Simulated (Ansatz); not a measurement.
**Calibrating B3LYP-D4/def2-TZVPP on N-containing molecules**

The atomisation enthalpy at 298 K in kJ/mol of 6 N-containing molecules: x at B3LYP-D4/def2-TZVPP, y from tabulated heats of molecules and atoms (Active Thermochemical Tables, CRC Handbook of Chemistry and Physics, NIST-JANAF tables). Shapes, held fixed at every level: PBE0-D4/def2-TZVP. Flexible molecules stand in one conformer, not always the lowest. Computed values hold a harmonic thermal term (PBE0-D4/def2-TZVP) and the atoms' spin-orbit lowering. Programs: Ansatz 0.2.0.

```
                     molecule  x (kJ/mol)  y (kJ/mol)
    HNC (hydrogen isocyanide)        1222        1215
    HNO3 (peroxynitrous acid)        1457        1451
           HOCN (cyanic acid)        1673        1671
         C2N2 (bisisocyanide)        1796           ?
         C2H3N (acetonitrile)        2494        2486
C2F3N (cyanotrifluoromethane)        2625        2640
```

Q: Fit y = c + s·x to the known rows and predict y for C2N2.

A: 
1. Means of the 5 rows: x = 1894.20, y = 1892.6.
2. Σ(Δx)² = 1585755, Σ(Δx·Δy) = 1599689, so the slope is 1599689/1585755 = 1.0088.
3. Intercept: 1892.6 − (1.0088) × 1894.20 = -18.3. The largest residual of the fit is 12.
4. C2N2: -18.3 + 1.0088 × 1796 = 1794 kJ/mol.

The tabulated heats give 1766 kJ/mol, so the prediction is off by +28 kJ/mol, more than the largest residual. Uncorrected, B3LYP-D4/def2-TZVPP misses it by +30 kJ/mol, and the other rows by 8 on average. The line doesn't help this one. Left out in turn, the other rows are missed by 9 kJ/mol on average, so the withheld one doesn't follow the line. The heats of C2F3N come from older tables and can be uncertain by 10 kJ/mol or more.
